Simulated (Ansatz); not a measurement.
The cluster Si2H⁺. The state is a singlet with charge 1. Geometry PBE0-D4/def2-TZVP.

```xyz
3

Si    0.206    0.109   -0.117
Si   -1.590   -0.843    0.899
H     1.384    0.734   -0.782
```

B3LYP takes the VWN-RPA correlation. At HF/def2-TZVP, PBE-D4/def2-TZVP, PBE0-D4/def2-TZVP the restricted singlet is unstable: a solution with broken spin symmetry lies lower. The restricted singlet is unstable towards broken spin symmetry at other levels; at PBE-D4/def2-SVP, B3LYP-D4/def2-TZVP this wasn't settled. At PBE-D4/def2-SVP, PBE-D4/def2-TZVP an occupied level of the charge 1 singlet lies above an empty one (by up to 0.40 eV), so this SCF solution is probably not the lowest. The geometry of the singlet was relaxed on an unsound state (restricted singlet, unstable towards broken spin symmetry). At PBE0-D4/def2-TZVP a triplet of charge 1 lies 0.98 eV below the restricted singlet, each at its own geometry. The structure comes from a short search, and lower isomers may exist.

Estimate the orbital energies around the gap (eV) in Ansatz with HF/def2-TZVP, PBE-D4/def2-SVP, PBE-D4/def2-TZVP, B3LYP-D4/def2-TZVP, PBE0-D4/def2-TZVP.


```json
{"orbital": "HOMO−9", "HF/def2-TZVP": "-122.85", "PBE-D4/def2-SVP": "-102.46", "PBE-D4/def2-TZVP": "-102.16", "B3LYP-D4/def2-TZVP": "-106.70", "PBE0-D4/def2-TZVP": "-107.61"}
{"orbital": "HOMO−8", "HF/def2-TZVP": "-122.82", "PBE-D4/def2-SVP": "-102.32", "PBE-D4/def2-TZVP": "-102.10", "B3LYP-D4/def2-TZVP": "-106.66", "PBE0-D4/def2-TZVP": "-107.56"}
{"orbital": "HOMO−7", "HF/def2-TZVP": "-122.81", "PBE-D4/def2-SVP": "-102.11", "PBE-D4/def2-TZVP": "-101.87", "B3LYP-D4/def2-TZVP": "-106.49", "PBE0-D4/def2-TZVP": "-107.38"}
{"orbital": "HOMO−6", "HF/def2-TZVP": "-122.81", "PBE-D4/def2-SVP": "-102.11", "PBE-D4/def2-TZVP": "-101.83", "B3LYP-D4/def2-TZVP": "-106.45", "PBE0-D4/def2-TZVP": "-107.35"}
{"orbital": "HOMO−5", "HF/def2-TZVP": "-122.78", "PBE-D4/def2-SVP": "-102.07", "PBE-D4/def2-TZVP": "-101.82", "B3LYP-D4/def2-TZVP": "-106.43", "PBE0-D4/def2-TZVP": "-107.34"}
{"orbital": "HOMO−4", "HF/def2-TZVP": "-122.77", "PBE-D4/def2-SVP": "-102.04", "PBE-D4/def2-TZVP": "-101.76", "B3LYP-D4/def2-TZVP": "-106.36", "PBE0-D4/def2-TZVP": "-107.28"}
{"orbital": "HOMO−3", "HF/def2-TZVP": "-25.27", "PBE-D4/def2-SVP": "-19.72", "PBE-D4/def2-TZVP": "-19.61", "B3LYP-D4/def2-TZVP": "-20.91", "PBE0-D4/def2-TZVP": "-21.27"}
{"orbital": "HOMO−2", "HF/def2-TZVP": "-21.84", "PBE-D4/def2-SVP": "-17.12", "PBE-D4/def2-TZVP": "-17.05", "B3LYP-D4/def2-TZVP": "-18.18", "PBE0-D4/def2-TZVP": "-18.48"}
{"orbital": "HOMO−1", "HF/def2-TZVP": "-16.38", "PBE-D4/def2-SVP": "-13.23", "PBE-D4/def2-TZVP": "-13.18", "B3LYP-D4/def2-TZVP": "-13.99", "PBE0-D4/def2-TZVP": "-14.17"}
{"orbital": "HOMO", "HF/def2-TZVP": "-13.54", "PBE-D4/def2-SVP": "-11.16", "PBE-D4/def2-TZVP": "-11.10", "B3LYP-D4/def2-TZVP": "-11.71", "PBE0-D4/def2-TZVP": "-11.92"}
{"orbital": "LUMO", "HF/def2-TZVP": "-7.03", "PBE-D4/def2-SVP": "-11.56", "PBE-D4/def2-TZVP": "-11.49", "B3LYP-D4/def2-TZVP": "-10.69", "PBE0-D4/def2-TZVP": "-10.55"}
{"orbital": "LUMO+1", "HF/def2-TZVP": "-4.70", "PBE-D4/def2-SVP": "-8.84", "PBE-D4/def2-TZVP": "-8.78", "B3LYP-D4/def2-TZVP": "-7.97", "PBE0-D4/def2-TZVP": "-7.76"}
{"orbital": "LUMO+2", "HF/def2-TZVP": "-4.15", "PBE-D4/def2-SVP": "-8.49", "PBE-D4/def2-TZVP": "-8.45", "B3LYP-D4/def2-TZVP": "-7.86", "PBE0-D4/def2-TZVP": "-7.71"}
{"orbital": "LUMO+3", "HF/def2-TZVP": "-3.65", "PBE-D4/def2-SVP": "-7.98", "PBE-D4/def2-TZVP": "-8.00", "B3LYP-D4/def2-TZVP": "-7.33", "PBE0-D4/def2-TZVP": "-7.12"}
{"orbital": "LUMO+4", "HF/def2-TZVP": "0.12", "PBE-D4/def2-SVP": "-3.20", "PBE-D4/def2-TZVP": "-3.46", "B3LYP-D4/def2-TZVP": "-2.84", "PBE0-D4/def2-TZVP": "-2.57"}
{"orbital": "LUMO+5", "HF/def2-TZVP": "1.49", "PBE-D4/def2-SVP": "-1.56", "PBE-D4/def2-TZVP": "-2.66", "B3LYP-D4/def2-TZVP": "-1.80", "PBE0-D4/def2-TZVP": "-1.64"}
```
